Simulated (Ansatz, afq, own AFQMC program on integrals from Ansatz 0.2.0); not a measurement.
Two steps: Ansatz 0.2.0 writes the Fock matrix and Cholesky factors of the valence space, and afq projects on them the lowest state that overlaps trial and start.

```yaml
crystal:
  periodic: [false, false, false]
  atoms:
    - {symbol: C, position_ang: [-0.723213, -1.021657, -0.138856]}
    - {symbol: Si, position_ang: [0.638808, 0.125732, 0.359271]}
    - {symbol: F, position_ang: [2.043177, -0.335718, -0.305994]}
    - {symbol: C, position_ang: [0.284057, 1.826961, -0.309063]}
    - {symbol: N, position_ang: [0.031560, 2.881351, -0.720100]}
    - {symbol: H, position_ang: [-0.524837, -2.040118, 0.228528]}
    - {symbol: H, position_ang: [-1.682905, -0.682359, 0.281389]}
    - {symbol: H, position_ang: [-0.817826, -1.056637, -1.234617]}
    - {symbol: H, position_ang: [0.839679, 0.256246, 1.822343]}
basis:
  gaussian: {orbitals: def2-SVP}
magnetization: {spin_polarized: false}
correlation: {method: ccsd_t, electrons: outside_noble_gas, hamiltonian_folder: ham}
```

```sh
$ ansatz run in.yaml --threads 1 --pin off --events-out ev --progress --plain --max-ram 24576MiB --backend cuda --devices 0, --max-vram 18GiB
```

afq runs on the folder ham with

```
--method phaseless --trial cisd --walkers 4000 --populations 20 --least-time 60 --time-step 0.005 --steps-per-block 50 --equilibration-blocks 28 --max-blocks 4000 --target-error 0.00032 --factor-cut 1e-05 --seed 7313 --release-times 0.21,0.42,0.63,0.9 --release-step 0.03 --release-every 5 --taylor-order 6
```

Times are imaginary, in 1/Eh. The walk had a cap of 327 s. With eight or more populations the least sampling time is a fifth of least-time, and the error comes from their spread.

afq prints:

```
orbitals 85  electrons 14 14  factors 698 of 935
reference energy -520.68691923 Eh
CCSD correlation -0.73261098 Eh in 10 cycles, weight of the determinant in the CISD state 0.7858
energy of the start -521.419535 Eh
 block  time / (1/Eh)  mean weight  energy / Eh
     1     0.250  0.9992  -521.393005
     2     0.500  0.9987  -521.407583
     3     0.750  0.9998  -521.424170
     4     1.000  0.9997  -521.429321
     5     1.250  0.9998  -521.433141
     9     2.250  0.9999  -521.443805
    19     4.750  1.0002  -521.444038
    31     7.750  0.9999  -521.449652
    43    10.750  0.9995  -521.447771
    55    13.750  1.0000  -521.445697
    67    16.750  1.0003  -521.442535
    73    18.250  0.9999  -521.440656
    79    19.750  1.0000  -521.444775
    91    22.750  0.9998  -521.449494
   103    25.750  1.0003  -521.445941
   115    28.750  1.0000  -521.449524
   127    31.750  0.9999  -521.445956
   139    34.750  1.0004  -521.446441
   151    37.750  0.9999  -521.443992
   154    38.500  0.9999  -521.448753
error from the spread of 20 populations
released: time / (1/Eh)  energy / Eh  error  mean overlap
  0.21  -521.445147  0.000352  0.9986
  0.42  -521.445492  0.000320  0.9937
  0.63  -521.445446  0.000361  0.9904
  0.90  -521.445293  0.000457  0.9884
energy -521.445279 +/- 0.000457 Eh
(rows thinned)
```

The run passed its tests (sampling time, drift between the halves within three errors, error under three times the target), which doesn't prove that it has relaxed, ending at its cap on processor time.

Against this walk (error 12.4 meV) on the same determinant: CCSD(T) 89.4 meV higher. The error is statistical and leaves out the bias of the constraint. Released to 0.90 1/Eh the energy moves by 0 ± 18 meV (both errors), within twice the noise.

Cautions: constraint bias not in the error; error above the target (12.4 against 8.7 meV).

The walk took 5.5 min on 1 × NVIDIA H100 80GB HBM3 with 2 threads of AMD EPYC 7R13 Processor (Zen 3), with other jobs on the host (the card was shared). The log's last line is the phaseless energy.
